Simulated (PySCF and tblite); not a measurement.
Values are calculated unless marked as measured or tabulated.
System: C3H5F2N, numbered as in [F:1][CH:2]([F:3])[C@@H:4]1[CH2:5][NH:6]1.

For the pyramidal inversion at N6: electronic barrier 15.92 kcal/mol, zero-point change -1.40 kcal/mol, thermal and entropy terms at 200 K a further 0.00 kcal/mol (symmetry numbers apart). The minimum is C1, the saddle C1. Level: revPBE/pcSseg-1 + D3(BJ) on PBE0-D3(BJ)/def2-SVP stationary points, with GFN2-xTB thermal terms. Rates follow Eyring's equation with the number of equivalent paths and no tunnelling. (PySCF 2.14 with density fitting, tblite 0.8.)

(1) How many equivalent paths lead out of the minimum?

(2) Work out the rate at 200 K.

Answers

(1) 1: the symmetry number of the minimum is 1, that of the saddle displaced along its mode 1.

(2) ΔG‡ = 14.52 kcal/mol; k_B T/h = 4.2×10¹² s⁻¹; exp(−ΔG‡/RT) = 1.4×10⁻¹⁶; times 1 gives k = 0.00057 s⁻¹.
